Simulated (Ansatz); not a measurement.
The cluster Si3H6⁻. Charge -1, multiplicity 2. Geometry PBE0-D4/def2-TZVPD, basis def2-TZVPD, Ansatz.

Cartesian coordinates in Å:
```
Si 0.602 -0.130 1.477
Si -0.247 0.487 -1.930
Si -1.121 -0.554 -0.054
H -0.416 1.985 -1.782
H 0.794 1.340 1.719
H -0.801 -2.018 -0.325
H 1.988 -0.640 1.189
H -1.113 0.210 -3.144
H 0.313 -0.680 2.850
```

| run | HOMO (eV) | LUMO (eV) |
| --- | --- | --- |
| A | 0.60 | 1.39 |
| B | -0.48 | 2.08 |
| C | -0.24 | 1.79 |
| D | -0.17 | 1.90 |
| E | 0.16 | 1.64 |
| F | -1.52 | 2.87 |

B3LYP takes the VWN-RPA correlation. The structure comes from a short search, and lower isomers may exist.

HOMO and LUMO are taken over both spins.

**Question.** The runs used B3LYP, BLYP, CAM-B3LYP, PBE0, r2SCAN, r2SCANh. Estimate which is which.

**Answer.** A BLYP (0 % exact exchange); B PBE0 (25 % exact exchange); C B3LYP (20 % exact exchange); D r2SCANh (10 % exact exchange); E r2SCAN (0 % exact exchange); F CAM-B3LYP (range-separated). Exact exchange lowers occupied and raises empty levels; among semilocal functionals meta-GGAs tend to open the gap a little, and such runs are hard to tell apart. The gap grows from 0.79 eV (BLYP) to 4.39 eV (CAM-B3LYP). At BLYP-D4/def2-TZVPD, r2SCAN-D4/def2-TZVPD the highest occupied level of the charge -1 doublet lies above zero (up to 0.60 eV). By energy differences its removal costs 2.19 eV (vertical, to the charge 0 singlet, at PBE0-D4/def2-TZVPD).
